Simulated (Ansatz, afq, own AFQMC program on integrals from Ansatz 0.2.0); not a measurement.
**H$_{2}$S, triplet: AFQMC among the cluster methods**

```json
{"atom": "H", "x (Å)": "0.0000", "y (Å)": "0.0000", "z (Å)": "-1.2413"}
{"atom": "H", "x (Å)": "0.0000", "y (Å)": "0.0000", "z (Å)": "-0.2403"}
{"atom": "S", "x (Å)": "0.0000", "y (Å)": "0.0000", "z (Å)": "1.4817"}
```

Basis cc-pVTZ. Noble-gas cores (and the filled d shells of Ga–Kr and In–Xe) are frozen. Ansatz 0.2.0 and our own AFQMC program on the same integrals; the CISD trial comes from CCSD amplitudes, and released means the phaseless constraint is let go. Error bars are statistical, one sigma.

Determinant: UHF, the one that the program's search chose, which needn't be the lowest solution. The geometry is a point of a scan.

No full CI on the walks' own integrals is used here; CCSDT(Q) serves as the reference and is uncertain by about the last step of the cluster series.

Cautions: lower spins were not checked; unrestricted determinant slightly spin contaminated (⟨S²⟩ 2.07 against 2.00); the released energies move by 1.5 errors or more from one time to the next, so no released level is given (meV from the phaseless value at times in 1/Eh: -5.5 ± 1.9 at 0.24, -9.1 ± 2.0 at 0.51, -12.4 ± 1.7 at 0.99, -9 ± 3 at 1.62, -15.4 ± 2.5 at 2.40), though the last usable value meets CCSDT(Q) within the noise; the ph-AFQMC/CISD walk drifts between its halves (2.1 errors).

```
T1 diagnostic                               : 0.0197
weight of the determinant in the CISD state : 0.900
⟨S²⟩ of the determinant                     : 2.065
size of the correlated space                : 8 electrons in 57 orbitals
```

Reference: CCSDT(Q), correlation energy -5.395 eV.

```tsv
level	E − E(reference) (kJ/mol)	share of correlation (%)
HF	520.6	0.00
MP2	104.6	79.91
CCSD	20.5	96.06
CCSD(T)	3.3	99.37
CCSDT	0.6	99.88
ph-AFQMC/HF	7.4 ± 1.8	98.57
ph-AFQMC/CISD	1.5 ± 0.2	99.72
```

A walk keeps the symmetry of its determinant, which the program's search chose and which needn't be the lowest solution, so a lower state of the same spin and another symmetry isn't excluded.
